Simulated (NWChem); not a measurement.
Everything below was run with NWChem. System: ethanethiol (C2H6S), charge 0, spin multiplicity 1, at a geometry optimised with B3LYP/def2-SVP. Level: LDA (SVWN5)/def2-TZVP.

Input file:

```
start mol
memory heap 200 mb stack 900 mb global 1100 mb
geometry units angstroms nocenter noautoz noautosym
  C     -1.482804     0.769460    -0.251562
  C     -0.545505    -0.416850    -0.445231
  S      1.073112    -0.261958     0.413996
  H     -2.451504     0.583243    -0.746286
  H     -1.057843     1.689594    -0.684774
  H     -1.669544     0.957148     0.816934
  H     -0.982268    -1.334661    -0.020356
  H     -0.365853    -0.617541    -1.513006
  H      1.527064     0.797888    -0.295685
end
basis spherical
  * library def2-tzvp
end
dft
  xc slater vwn_5
  semidirect memsize 60000000 filesize 0
  iterations 100
end
task dft energy
```

NWChem printed:

```
             Northwest Computational Chemistry Package (NWChem) 7.3.0
             --------------------------------------------------------

                                NWChem Input Module
                                -------------------

 Scaling coordinates for geometry "geometry" by  1.889725989
 (inverse scale =  0.529177249)

                             Geometry "geometry" -> ""
                             -------------------------

 Output coordinates in angstroms (scale by  1.889725989 to convert to a.u.)

  No.       Tag          Charge          X              Y              Z
 ---- ---------------- ---------- -------------- -------------- --------------
    1 C                    6.0000    -1.48280400     0.76946000    -0.25156200
    2 C                    6.0000    -0.54550500    -0.41685000    -0.44523100
    3 S                   16.0000     1.07311200    -0.26195800     0.41399600
    4 H                    1.0000    -2.45150400     0.58324300    -0.74628600
    5 H                    1.0000    -1.05784300     1.68959400    -0.68477400
    6 H                    1.0000    -1.66954400     0.95714800     0.81693400
    7 H                    1.0000    -0.98226800    -1.33466100    -0.02035600
    8 H                    1.0000    -0.36585300    -0.61754100    -1.51300600
    9 H                    1.0000     1.52706400     0.79788800    -0.29568500

 Effective nuclear repulsion energy (a.u.)     106.3998438489

            Nuclear Dipole moment (a.u.)
            ----------------------------
        X                 Y               Z
 ---------------- ---------------- ----------------
    -0.0000188973     0.0000056692     0.0000094486


 Summary of "ao basis" -> "" (spherical)
 ------------------------------------------------------------------------------
       Tag                 Description            Shells   Functions and Types
 ---------------- ------------------------------  ------  ---------------------
 *                         def2-tzvp                  on all atoms

                                 NWChem DFT Module
                                 -----------------

 Summary of "ao basis" -> "ao basis" (spherical)
 ------------------------------------------------------------------------------
       Tag                 Description            Shells   Functions and Types
 ---------------- ------------------------------  ------  ---------------------
 C                         def2-tzvp                11       31   5s3p2d1f
 S                         def2-tzvp                13       37   5s5p2d1f
 H                         def2-tzvp                 4        6   3s1p

 Summary of "ao basis" -> "ao basis" (spherical)
 ------------------------------------------------------------------------------
       Tag                 Description            Shells   Functions and Types
 ---------------- ------------------------------  ------  ---------------------
 C                         def2-tzvp                11       31   5s3p2d1f
 S                         def2-tzvp                13       37   5s5p2d1f
 H                         def2-tzvp                 4        6   3s1p

            General Information
            -------------------
          SCF calculation type: DFT
          Wavefunction type:  closed shell.
          No. of atoms     :     9
          No. of electrons :    34
           Alpha electrons :    17
            Beta electrons :    17
          Charge           :     0
          Spin multiplicity:     1
          Use of symmetry is: off; symmetry adaption is: off
          Maximum number of iterations: 100
          AO basis - number of functions:   135
                     number of shells:    59
          Convergence on energy requested:  1.00D-06
          Convergence on density requested:  1.00D-05
          Convergence on gradient requested:  5.00D-04

              XC Information
              --------------
                        Slater Exchange Functional  1.000 local
                      VWN V Correlation Functional  1.000 local

             Grid Information
             ----------------
          Grid used for XC integration:  medium
          Radial quadrature: Mura-Knowles
          Angular quadrature: Lebedev.
          Tag              B.-S. Rad. Rad. Pts. Rad. Cut. Ang. Pts.
          ---              ---------- --------- --------- ---------
          C                   0.70       49          10.0       434
          S                   1.00       88          11.0       590
          H                   0.35       45          11.0       434
          Grid pruning is: on
          Number of quadrature shells:   456
          Spatial weights used:  Erf1

          Convergence Information
          -----------------------
          Convergence aids based upon iterative change in
          total energy or number of iterations.
          Levelshifting, if invoked, occurs when the
          HOMO/LUMO gap drops below (HL_TOL):  1.00D-02
          DIIS, if invoked, will attempt to extrapolate
          using up to (NFOCK): 10 stored Fock matrices.

                    Damping( 0%)  Levelshifting(0.5)       DIIS
                  --------------- ------------------- ---------------
          dE  on:    start            ASAP                start
          dE off:    2 iters        100 iters           100 iters

      Screening Tolerance Information
      -------------------------------
          Density screening/tol_rho:  1.00D-10
          AO Gaussian exp screening on grid/accAOfunc:  14
          CD Gaussian exp screening on grid/accCDfunc:  20
          XC Gaussian exp screening on grid/accXCfunc:  20
          Schwarz screening/accCoul:  1.00D-08

      Superposition of Atomic Density Guess
      -------------------------------------

 Sum of atomic energies:        -475.82101295

      Non-variational initial energy
      ------------------------------

 Total energy =    -477.405464
 1-e energy   =    -864.119663
 2-e energy   =     280.314355
 HOMO         =      -0.391013
 LUMO         =      -0.291680

------------------------------------------------------------
EAF file 0: "./mol.aoints.0" size=524288 bytes
------------------------------------------------------------
               write      read    awrite     aread      wait
               -----      ----    ------     -----      ----
     calls:        1         0         0         0         0
   data(b): 5.24e+05  0.00e+00  0.00e+00  0.00e+00
   time(s): 0.00e+00  0.00e+00  0.00e+00  0.00e+00  0.00e+00
rate(mb/s): 0.00e+00  0.00e+00
------------------------------------------------------------

   convergence    iter        energy       DeltaE   RMS-Dens  Diis-err    time
 ---------------- ----- ----------------- --------- --------- ---------  ------
 d= 0,ls=0.0,diis     1   -472.6046901464 -5.79D+02  7.83D+00  1.29D+01    11.4
 d= 0,ls=0.0,diis     2   -475.2456313501 -2.64D+00  4.63D-02  4.57D+00    12.9
 d= 0,ls=0.0,diis     3   -475.4513971147 -2.06D-01  4.18D-02  3.22D+00    14.4
 d= 0,ls=0.0,diis     4   -475.9007644661 -4.49D-01  2.38D-03  1.31D-01    15.9
 d= 0,ls=0.0,diis     5   -475.9040190236 -3.25D-03  1.25D-03  1.09D-01    17.3
  Resetting Diis
 d= 0,ls=0.0,diis     6   -475.9176513067 -1.36D-02  2.91D-04  2.52D-03    18.8
 d= 0,ls=0.0,diis     7   -475.9179962435 -3.45D-04  1.20D-04  1.13D-04    20.3
 d= 0,ls=0.0,diis     8   -475.9179708308  2.54D-05  7.25D-05  3.14D-04    21.9
 d= 0,ls=0.0,diis     9   -475.9180112452 -4.04D-05  7.67D-06  1.86D-06    23.4
 d= 0,ls=0.0,diis    10   -475.9180114463 -2.01D-07  2.67D-06  4.80D-07    24.9

         Total DFT energy =     -475.918011446338
      One electron energy =     -867.372934818044
           Coulomb energy =      321.587288866801
    Exchange-Corr. energy =      -36.532209344022
 Nuclear repulsion energy =      106.399843848927

 Numeric. integr. density =       33.999994263404

     Total iterative time =     23.4s

                       DFT Final Molecular Orbital Analysis
                       ------------------------------------

 Vector   15  Occ=2.000000D+00  E=-3.144694D-01
              MO Center= -8.1D-01,  2.0D-01, -3.0D-01, r^2= 2.8D+00
   Bfn.  Coefficient  Atom+Function         Bfn.  Coefficient  Atom+Function
  ----- ------------  ---------------      ----- ------------  ---------------
   119      0.192405  7 H  s                107      0.188712  5 H  s
     7      0.155452  1 C  py                38     -0.155753  2 C  py
    37     -0.145444  2 C  px                 6      0.138742  1 C  px
    77      0.132908  3 S  px               118      0.125933  7 H  s
   106      0.124971  5 H  s                 41     -0.109327  2 C  py

 Vector   16  Occ=2.000000D+00  E=-2.890571D-01
              MO Center=  3.7D-01, -1.7D-01,  1.6D-01, r^2= 3.3D+00
   Bfn.  Coefficient  Atom+Function         Bfn.  Coefficient  Atom+Function
  ----- ------------  ---------------      ----- ------------  ---------------
    79      0.256577  3 S  pz                67      0.207190  3 S  s
    77      0.204011  3 S  px                66      0.193608  3 S  s
    82      0.171640  3 S  pz                39     -0.163380  2 C  pz
    78     -0.152071  3 S  py                80      0.146250  3 S  px
    65     -0.130516  3 S  s                 76      0.129997  3 S  pz

 Vector   17  Occ=2.000000D+00  E=-2.069652D-01
              MO Center=  9.1D-01, -2.1D-01,  3.1D-01, r^2= 2.0D+00
   Bfn.  Coefficient  Atom+Function         Bfn.  Coefficient  Atom+Function
  ----- ------------  ---------------      ----- ------------  ---------------
    79      0.320984  3 S  pz                78      0.302702  3 S  py
    82      0.272268  3 S  pz                81      0.253245  3 S  py
    77     -0.207487  3 S  px                80     -0.178390  3 S  px
    76      0.161576  3 S  pz                75      0.149438  3 S  py
    70     -0.130662  3 S  pz                69     -0.121822  3 S  py

 Vector   18  Occ=0.000000D+00  E=-2.379067D-02
              MO Center=  6.3D-01,  1.5D-02, -3.1D-02, r^2= 4.5D+00
   Bfn.  Coefficient  Atom+Function         Bfn.  Coefficient  Atom+Function
  ----- ------------  ---------------      ----- ------------  ---------------
    36      1.613576  2 C  s                132     -0.928795  9 H  s
     5      0.693014  1 C  s                120     -0.680891  7 H  s
    80      0.664867  3 S  px               126     -0.667487  8 H  s
    81      0.576448  3 S  py               108     -0.561163  5 H  s
   114     -0.446905  6 H  s                 13      0.372231  1 C  py

 Vector   19  Occ=0.000000D+00  E= 1.212023D-02
              MO Center=  8.8D-01,  1.2D-01, -2.0D-02, r^2= 4.3D+00
   Bfn.  Coefficient  Atom+Function         Bfn.  Coefficient  Atom+Function
  ----- ------------  ---------------      ----- ------------  ---------------
    67      1.287119  3 S  s                132     -0.827573  9 H  s
     5      0.816827  1 C  s                 36     -0.811232  2 C  s
    80     -0.556152  3 S  px                82     -0.541215  3 S  pz
    43     -0.517586  2 C  px                45     -0.482118  2 C  pz
    35     -0.369262  2 C  s                108     -0.317468  5 H  s

 Vector   20  Occ=0.000000D+00  E= 3.048145D-02
              MO Center= -1.3D+00,  2.2D-01, -4.1D-01, r^2= 6.6D+00
   Bfn.  Coefficient  Atom+Function         Bfn.  Coefficient  Atom+Function
  ----- ------------  ---------------      ----- ------------  ---------------
     5      3.499794  1 C  s                102     -1.700537  4 H  s
   108     -1.101582  5 H  s                114     -1.082531  6 H  s
   120     -1.046205  7 H  s                126     -0.816285  8 H  s
    44     -0.777451  2 C  py               132      0.562979  9 H  s
    36      0.384262  2 C  s                 67     -0.358014  3 S  s

 center of mass
 --------------
 x =   0.15024295 y =  -0.06252790 z =   0.07350919

 moments of inertia (a.u.)
 ------------------
         110.369846858749          78.074950002395         -81.153218043124
          78.074950002395         330.177027882402          12.743714432881
         -81.153218043124          12.743714432881         350.368762210486

     Multipole analysis of the density
     ---------------------------------

     L   x y z        total         alpha         beta         nuclear
     -   - - -        -----         -----         ----         -------
     0   0 0 0     -0.000000    -17.000000    -17.000000     34.000000

     1   1 0 0     -0.458030     -0.229005     -0.229005     -0.000019
     1   0 1 0      0.201513      0.100754      0.100754      0.000006
     1   0 0 1     -0.428103     -0.214056     -0.214056      0.000009

     2   2 0 0    -20.686531    -93.816384    -93.816384    166.946237
     2   1 1 0      1.731793     22.361830     22.361830    -42.991866
     2   1 0 1     -0.482471    -21.874001    -21.874001     43.265532
     2   0 2 0    -20.514503    -32.760817    -32.760817     45.007132
     2   0 1 1     -0.589765      3.040078      3.040078     -6.669921
     2   0 0 2    -21.163378    -25.547373    -25.547373     29.931368

 Task  times  cpu:       25.0s     wall:       25.0s

 Total times  cpu:       25.0s     wall:       25.0s
```
